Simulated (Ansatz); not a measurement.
Geometry optimisation, RKS r2SCAN-D4/def2-SVP in Ansatz 0.2.0.

Input:

```yaml
crystal:
  periodic: [false, false, false]
  atoms:
    - { symbol: Si, position_ang: [0.0, 0.0, 0.0] }
    - { symbol: "N", position_ang: [0.0, 0.0, 1.82] }
    - { symbol: H, position_ang: [-0.877, -0.2713, 2.35] }
    - { symbol: H, position_ang: [0.877, 0.2713, 2.35] }
    - { symbol: H, position_ang: [1.3768, 0.0, -0.4862] }
    - { symbol: H, position_ang: [-0.6877, 1.1914, -0.4862] }
    - { symbol: F, position_ang: [-0.7489, -1.2974, -0.5295] }
basis:
  gaussian: { orbitals: def2-SVP }
hamiltonian:
  xc: r2scan
  dispersion: d4
relax:
  f_tol: 0.02
  max_steps: 40
```

Launched with:

```bash
$ ansatz run input.yaml --threads 1 --pin off --max-ram 2048MiB --backend cpu --events-out ev --progress --plain --runs-dir out
```

Question: Where does it end, and by what steps?

Answer: It converged. After 7 steps the energy has fallen by 0.458 eV; H4 moved furthest, 0.64 Å.

| step | energy less start (eV) | largest force component (eV/Å) | accepted |
| --- | --- | --- | --- |
| 0 | 0.0000 | 3.383 | yes |
| 1 | -0.3010 | 1.824 | yes |
| 2 | -0.3858 | 0.355 | yes |
| 3 | -0.4030 | 0.151 | yes |
| 4 | -0.4327 | 0.608 | yes |
| 5 | -0.4501 | 0.202 | yes |
| 6 | -0.4582 | 0.043 | yes |
| 7 | -0.4583 | 0.010 | yes |

```xyz
7
Properties=species:S:1:pos:R:3
Si 0.007 0.029 0.058
N 0.046 0.122 1.764
H -0.802 0.246 2.309
H 0.762 -0.352 2.305
H 1.396 0.176 -0.447
H -0.930 1.066 -0.442
F -0.539 -1.394 -0.529
```

Time of the run: 16 s on 1 thread of Intel(R) Xeon(R) Platinum 8488C (Sapphire Rapids), with other jobs on the host, peak memory 0.16 GiB.
